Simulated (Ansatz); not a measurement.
**C₂H₃F₃S: how energies converge with the basis set**

The task here is to estimate one member of a computed series from the others.

Computed with Ansatz 0.2.0, Gaussian basis. Level: one geometry, several basis sets.

The runs, in order: PBE0-D4/def2-SVP; ωB97M-V/def2-SVP; PBE0-D4/def2-QZVPP; ωB97M-V/def2-QZVPP; the functionals' def2-TZVPP values are taken from earlier runs.

### The relaxed structure

The geometry comes from an earlier relaxation with PBE0-D4 in a triple-zeta def2 set; it is a stationary point, not always the lowest conformer.

9 atoms, charge 0, spin multiplicity 1.

Atoms are counted from 1 here; the program's logs count them from 0.

Bond lengths: F1–C2 1.336 Å, C2–F3 1.336 Å, C2–F4 1.340 Å, C2–C5 1.509 Å, C5–S6 1.813 Å, C5–H7 1.090 Å, C5–H8 1.090 Å, S6–H9 1.341 Å. Angles: F1–C2–F3 107.5°, F1–C2–F4 107.4°, F1–C2–C5 112.2°, F3–C2–F4 107.4°, F3–C2–C5 112.3°, F4–C2–C5 109.7°, C2–C5–S6 110.8°, C2–C5–H7 107.2°, C2–C5–H8 107.2°, S6–C5–H7 110.9°, S6–C5–H8 110.9°, H7–C5–H8 109.6°, C5–S6–H9 94.6°.

Set-up of the first run:

Contents of in.yaml:

```yaml
crystal:
  periodic: [false, false, false]
  atoms:
    - {symbol: F, position_ang: [0.194558, -1.832421, 0.561913]}
    - {symbol: C, position_ang: [0.579359, -0.853535, -0.261705]}
    - {symbol: F, position_ang: [1.848112, -0.556479, 0.031658]}
    - {symbol: F, position_ang: [0.560562, -1.346913, -1.507889]}
    - {symbol: C, position_ang: [-0.324500, 0.351403, -0.178062]}
    - {symbol: S, position_ang: [-0.326901, 1.039072, 1.498976]}
    - {symbol: H, position_ang: [-1.323903, 0.026084, -0.467034]}
    - {symbol: H, position_ang: [0.044720, 1.082478, -0.897219]}
    - {symbol: H, position_ang: [-1.163506, 2.044112, 1.202260]}
basis:
  gaussian: {orbitals: def2-SVP}
hamiltonian: {xc: pbe0, dispersion: d4}
output: {orbitals: {seedname: orbitals}}
```

Among the steps run: PBE0-D4 in def2-SVP; ωB97M-V in def2-SVP; PBE0-D4 in def2-QZVPP; ωB97M-V in def2-QZVPP.

One of the session's tables, all rows but one given; the rest of the session is left out.

It belongs to the step «Density functionals: the series». 

```
functional       basis  HOMO (eV)  LUMO (eV)
   PBE0-D4    def2-SVP      -7.21       0.53
   PBE0-D4  def2-TZVPP          ?          ?
   PBE0-D4  def2-QZVPP      -7.42      -0.16
   ωB97M-V    def2-SVP      -9.46       2.49
   ωB97M-V  def2-TZVPP      -9.64       1.86
   ωB97M-V  def2-QZVPP      -9.69       1.38
```

**Question.** Estimate the row for PBE0-D4, def2-TZVPP.

The run gave: HOMO (eV): -7.38; LUMO (eV): 0.04. In the column «HOMO (eV)» it lies between PBE0-D4, def2-QZVPP (-7.42) and PBE0-D4, def2-SVP (-7.21).
